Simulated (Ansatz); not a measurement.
Molecular dynamics of AlClH$_{5}$P

input.yaml

```yaml
crystal:
  periodic: [false, false, false]
  atoms:
    - { symbol: Al, position_ang: [0.066034, -0.109526, 0.179074] }
    - { symbol: Cl, position_ang: [0.618819, 0.72729, 2.090902] }
    - { symbol: H, position_ang: [1.218194, -0.141785, -0.93464] }
    - { symbol: H, position_ang: [-1.488393, -0.023525, -0.202366] }
    - { symbol: P, position_ang: [0.141496, -2.725111, 0.915719] }
    - { symbol: H, position_ang: [-0.292256, -3.009823, -0.390593] }
    - { symbol: H, position_ang: [1.504064, -2.468045, 1.140731] }
    - { symbol: H, position_ang: [-0.798958, -2.310476, 1.873075] }
basis:
  gaussian: { orbitals: def2-SVP }
hamiltonian:
  xc: pbe
md:
  timestep: 0.5
  n_steps: 200
  ensemble: nve
  temperature: 100.0
  initial_velocities: maxwell_boltzmann
  seed: 5899
```

Command:

```bash
$ ansatz run input.yaml --threads 1 --pin off --max-ram 2048MiB --backend cpu --events-out ev --progress --plain --runs-dir out
```

It starts at the highest image of a converged band. Of that band: The profile has 2 maxima (images 2, 5) with wells between them (image 4): this band takes more than one step, which may be the mechanism or a detour left from its start path. Neighbouring images differ by up to 1.3 eV, so the band resolves the path poorly. A vibrational analysis at the climbing image gives one clearly imaginary mode, 890i cm⁻¹: a first-order saddle point.

Output, in part (one step line in 4, the closing report, with atoms numbered from 0):

```
md step     0: t =     0.00 fs  T =   100.0 K  F+E_penalty+E_count = -28467.40004697 eV  E_kin = 0.077556 eV  conserved = -28467.32249098 eV  (23 SCF iters)
md step     4: t =     2.00 fs  T =    82.5 K  F+E_penalty+E_count = -28467.38629466 eV  E_kin = 0.063975 eV  conserved = -28467.32231951 eV  (28 SCF iters)
md step     8: t =     4.00 fs  T =    72.0 K  F+E_penalty+E_count = -28467.37807999 eV  E_kin = 0.055848 eV  conserved = -28467.32223236 eV  (21 SCF iters)
md step    12: t =     6.00 fs  T =    92.1 K  F+E_penalty+E_count = -28467.39384436 eV  E_kin = 0.071450 eV  conserved = -28467.32239458 eV  (27 SCF iters)
md step    16: t =     8.00 fs  T =   104.7 K  F+E_penalty+E_count = -28467.40353880 eV  E_kin = 0.081210 eV  conserved = -28467.32232921 eV  (27 SCF iters)
md step    20: t =    10.00 fs  T =   128.8 K  F+E_penalty+E_count = -28467.42200709 eV  E_kin = 0.099891 eV  conserved = -28467.32211645 eV  (26 SCF iters)
md step    24: t =    12.00 fs  T =   218.2 K  F+E_penalty+E_count = -28467.49141922 eV  E_kin = 0.169225 eV  conserved = -28467.32219419 eV  (27 SCF iters)
md step    28: t =    14.00 fs  T =   368.3 K  F+E_penalty+E_count = -28467.60767800 eV  E_kin = 0.285616 eV  conserved = -28467.32206245 eV  (26 SCF iters)
md step    32: t =    16.00 fs  T =   622.5 K  F+E_penalty+E_count = -28467.80473877 eV  E_kin = 0.482820 eV  conserved = -28467.32191874 eV  (25 SCF iters)
md step    36: t =    18.00 fs  T =  1025.0 K  F+E_penalty+E_count = -28468.11742598 eV  E_kin = 0.794984 eV  conserved = -28467.32244172 eV  (24 SCF iters)
md step    40: t =    20.00 fs  T =  1450.9 K  F+E_penalty+E_count = -28468.44863054 eV  E_kin = 1.125225 eV  conserved = -28467.32340526 eV  (25 SCF iters)
md step    44: t =    22.00 fs  T =  1664.9 K  F+E_penalty+E_count = -28468.61521083 eV  E_kin = 1.291241 eV  conserved = -28467.32396947 eV  (25 SCF iters)
md step    48: t =    24.00 fs  T =  1534.8 K  F+E_penalty+E_count = -28468.51415594 eV  E_kin = 1.190325 eV  conserved = -28467.32383133 eV  (25 SCF iters)
md step    52: t =    26.00 fs  T =  1115.9 K  F+E_penalty+E_count = -28468.18867795 eV  E_kin = 0.865413 eV  conserved = -28467.32326506 eV  (26 SCF iters)
md step    56: t =    28.00 fs  T =   583.4 K  F+E_penalty+E_count = -28467.77506889 eV  E_kin = 0.452498 eV  conserved = -28467.32257064 eV  (24 SCF iters)
md step    60: t =    30.00 fs  T =   165.7 K  F+E_penalty+E_count = -28467.45023053 eV  E_kin = 0.128544 eV  conserved = -28467.32168610 eV  (27 SCF iters)
md step    64: t =    32.00 fs  T =   136.4 K  F+E_penalty+E_count = -28467.42705184 eV  E_kin = 0.105776 eV  conserved = -28467.32127620 eV  (28 SCF iters)
md step    68: t =    34.00 fs  T =   594.5 K  F+E_penalty+E_count = -28467.78348122 eV  E_kin = 0.461086 eV  conserved = -28467.32239501 eV  (26 SCF iters)
md step    72: t =    36.00 fs  T =  1213.4 K  F+E_penalty+E_count = -28468.26481685 eV  E_kin = 0.941038 eV  conserved = -28467.32377899 eV  (26 SCF iters)
md step    76: t =    38.00 fs  T =  1579.3 K  F+E_penalty+E_count = -28468.54898105 eV  E_kin = 1.224812 eV  conserved = -28467.32416923 eV  (25 SCF iters)
md step    80: t =    40.00 fs  T =  1571.4 K  F+E_penalty+E_count = -28468.54243282 eV  E_kin = 1.218713 eV  conserved = -28467.32372021 eV  (25 SCF iters)
md step    84: t =    42.00 fs  T =  1322.4 K  F+E_penalty+E_count = -28468.34870412 eV  E_kin = 1.025621 eV  conserved = -28467.32308339 eV  (25 SCF iters)
md step    88: t =    44.00 fs  T =  1004.3 K  F+E_penalty+E_count = -28468.10162510 eV  E_kin = 0.778887 eV  conserved = -28467.32273792 eV  (25 SCF iters)
md step    92: t =    46.00 fs  T =   682.6 K  F+E_penalty+E_count = -28467.85197808 eV  E_kin = 0.529369 eV  conserved = -28467.32260920 eV  (25 SCF iters)
md step    96: t =    48.00 fs  T =   373.8 K  F+E_penalty+E_count = -28467.61206037 eV  E_kin = 0.289936 eV  conserved = -28467.32212424 eV  (27 SCF iters)
md step   100: t =    50.00 fs  T =   193.8 K  F+E_penalty+E_count = -28467.47226357 eV  E_kin = 0.150301 eV  conserved = -28467.32196279 eV  (27 SCF iters)
md step   104: t =    52.00 fs  T =   169.9 K  F+E_penalty+E_count = -28467.45439387 eV  E_kin = 0.131776 eV  conserved = -28467.32261798 eV  (26 SCF iters)
md step   108: t =    54.00 fs  T =   140.0 K  F+E_penalty+E_count = -28467.43107619 eV  E_kin = 0.108571 eV  conserved = -28467.32250480 eV  (26 SCF iters)
md step   112: t =    56.00 fs  T =   115.3 K  F+E_penalty+E_count = -28467.41154090 eV  E_kin = 0.089417 eV  conserved = -28467.32212422 eV  (24 SCF iters)
md step   116: t =    58.00 fs  T =   190.1 K  F+E_penalty+E_count = -28467.46981878 eV  E_kin = 0.147431 eV  conserved = -28467.32238775 eV  (27 SCF iters)
md step   120: t =    60.00 fs  T =   301.7 K  F+E_penalty+E_count = -28467.55654607 eV  E_kin = 0.233981 eV  conserved = -28467.32256504 eV  (26 SCF iters)
md step   124: t =    62.00 fs  T =   416.8 K  F+E_penalty+E_count = -28467.64525157 eV  E_kin = 0.323244 eV  conserved = -28467.32200716 eV  (26 SCF iters)
md step   128: t =    64.00 fs  T =   679.5 K  F+E_penalty+E_count = -28467.84913575 eV  E_kin = 0.527020 eV  conserved = -28467.32211575 eV  (25 SCF iters)
md step   132: t =    66.00 fs  T =  1061.9 K  F+E_penalty+E_count = -28468.14678052 eV  E_kin = 0.823593 eV  conserved = -28467.32318789 eV  (25 SCF iters)
md step   136: t =    68.00 fs  T =  1323.2 K  F+E_penalty+E_count = -28468.34966256 eV  E_kin = 1.026194 eV  conserved = -28467.32346814 eV  (26 SCF iters)
md step   140: t =    70.00 fs  T =  1411.6 K  F+E_penalty+E_count = -28468.41818678 eV  E_kin = 1.094786 eV  conserved = -28467.32340046 eV  (25 SCF iters)
md step   144: t =    72.00 fs  T =  1368.1 K  F+E_penalty+E_count = -28468.38458942 eV  E_kin = 1.061020 eV  conserved = -28467.32356918 eV  (25 SCF iters)
md step   148: t =    74.00 fs  T =  1148.9 K  F+E_penalty+E_count = -28468.21477097 eV  E_kin = 0.891007 eV  conserved = -28467.32376352 eV  (25 SCF iters)
md step   152: t =    76.00 fs  T =   707.0 K  F+E_penalty+E_count = -28467.87148398 eV  E_kin = 0.548349 eV  conserved = -28467.32313522 eV  (27 SCF iters)
md step   156: t =    78.00 fs  T =   259.8 K  F+E_penalty+E_count = -28467.52297758 eV  E_kin = 0.201482 eV  conserved = -28467.32149599 eV  (27 SCF iters)
md step   160: t =    80.00 fs  T =   258.1 K  F+E_penalty+E_count = -28467.52179755 eV  E_kin = 0.200196 eV  conserved = -28467.32160136 eV  (27 SCF iters)
md step   164: t =    82.00 fs  T =   678.5 K  F+E_penalty+E_count = -28467.84928289 eV  E_kin = 0.526197 eV  conserved = -28467.32308581 eV  (26 SCF iters)
md step   168: t =    84.00 fs  T =  1107.8 K  F+E_penalty+E_count = -28468.18260413 eV  E_kin = 0.859157 eV  conserved = -28467.32344695 eV  (26 SCF iters)
md step   172: t =    86.00 fs  T =  1392.4 K  F+E_penalty+E_count = -28468.40338025 eV  E_kin = 1.079888 eV  conserved = -28467.32349247 eV  (25 SCF iters)
md step   176: t =    88.00 fs  T =  1506.8 K  F+E_penalty+E_count = -28468.49230310 eV  E_kin = 1.168606 eV  conserved = -28467.32369660 eV  (25 SCF iters)
md step   180: t =    90.00 fs  T =  1383.8 K  F+E_penalty+E_count = -28468.39688675 eV  E_kin = 1.073243 eV  conserved = -28467.32364414 eV  (24 SCF iters)
md step   184: t =    92.00 fs  T =  1012.7 K  F+E_penalty+E_count = -28468.10831411 eV  E_kin = 0.785404 eV  conserved = -28467.32290977 eV  (25 SCF iters)
md step   188: t =    94.00 fs  T =   570.7 K  F+E_penalty+E_count = -28467.76444518 eV  E_kin = 0.442581 eV  conserved = -28467.32186439 eV  (25 SCF iters)
md step   192: t =    96.00 fs  T =   308.7 K  F+E_penalty+E_count = -28467.56142343 eV  E_kin = 0.239429 eV  conserved = -28467.32199400 eV  (25 SCF iters)
md step   196: t =    98.00 fs  T =   207.6 K  F+E_penalty+E_count = -28467.48336608 eV  E_kin = 0.161031 eV  conserved = -28467.32233510 eV  (26 SCF iters)
md step   200: t =   100.00 fs  T =   175.6 K  F+E_penalty+E_count = -28467.45833254 eV  E_kin = 0.136202 eV  conserved = -28467.32213082 eV  (24 SCF iters)
Total energy: -28467.45837024 eV, -1046.1597991700 hartree
Atom 0 at     0.070503    -0.106973     0.158365 Å, force     0.082029    -1.071566    -0.276564 eV/Å
Atom 1 at     0.601213     0.652202     2.085651 Å, force     0.102481     0.325896     0.267692 eV/Å
Atom 2 at     1.229373    -0.348668    -0.934799 Å, force    -0.066876     0.430527    -0.039944 eV/Å
Atom 3 at    -1.488448    -0.269692    -0.162098 Å, force    -0.099339     0.365640    -0.103530 eV/Å
Atom 4 at     0.153644    -2.616393     0.925334 Å, force    -0.267837     1.583385    -0.678548 eV/Å
Atom 5 at    -0.535390    -3.222188    -0.202713 Å, force     0.474639    -0.179867     1.063521 eV/Å
Atom 6 at     1.547785    -2.701435     1.109718 Å, force    -0.040453    -0.668237    -0.078950 eV/Å
Atom 7 at    -0.484411    -2.179944     2.119623 Å, force    -0.184644    -0.785779    -0.153677 eV/Å
Dipole moment:    -0.043981    -0.866919    -0.018796 e Å
```

All steps were run. The conserved energy stayed within 0.22 meV per atom of its start (net change 0.045 meV per atom), so the integration is sound. The kinetic energy rose, since the run started high on the potential surface and went downhill. A run of 0.1 ps of so small a system gives no equilibrium averages. The orbitals stay closed-shell, which can raise the energy where a bond breaks towards radicals; this wasn't checked here.

Between its relaxed ends the band would form Al1–P5. These pairs go: Al1–P5 2.72 → 2.63 Å. In the last frame they stand as after the step (other bonds may differ from the relaxed reactants and products). It ends as one piece, AlClH5P. Pairs count as bonded within 1.25 times the sum of covalent radii (0.12 Å more for H–H).

Last frame:

```xyz
8
Properties=species:S:1:pos:R:3
Al 0.070 -0.107 0.158
Cl 0.601 0.652 2.086
H 1.229 -0.349 -0.935
H -1.488 -0.270 -0.162
P 0.154 -2.616 0.925
H -0.535 -3.222 -0.203
H 1.548 -2.701 1.110
H -0.484 -2.180 2.120
```

The run took 7.2 min on 1 thread of Arm Neoverse V1, on a shared host, peak memory 0.15 GiB.
